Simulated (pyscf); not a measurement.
This saddle point was located with ωB97X-D3(BJ)/def2-SVP in PySCF.

```
Al
O 1 1.7021
H 2 0.9578 1 128.69
O 1 1.8716 2 115.87 3 35.62
H 4 0.9658 1 124.24 2 138.02
H 4 1.2321 5 117.81 1 -81.72
H 6 1.0598 4 143.56 5 127.23
H 1 1.5749 2 118.58 3 178.48
```

Surface: singlet, charge 0. Lowest wavenumbers (cm⁻¹): 1272i, 203, 297, 340, 454.

Name the species on either side of this saddle.

`[OH][AlH2]` + `[OH2]` <-> `[OH][AlH][OH]` + `[H][H]`, a four-centre exchange read from left to right: Al–H, H–O broken and Al–O, H–H formed. At ωB97M-D3(BJ)/def2-TZVP it lies -18.7 kJ/mol from the left side and +103.4 kJ/mol from the right (each side as separated species at their lowest minima found). On the reactant side the descent ends in an adduct with a Al–O contact, 85.8 kJ/mol under the separated species and 63.7 kJ/mol under the saddle at ωB97X-D3(BJ)/def2-TZVP. At ωB97M-D3(BJ) the saddle lies under the separated reactants, which points to a path from their complex (located at ωB97X-D3(BJ) alone). What is counted as formed (Al–O) is already present as a longer contact in the reactant adduct; forming that adduct is a step of its own. At the saddle there is also a short Al–H contact that neither side keeps. One saddle was located; it need not be the lowest between these sides.
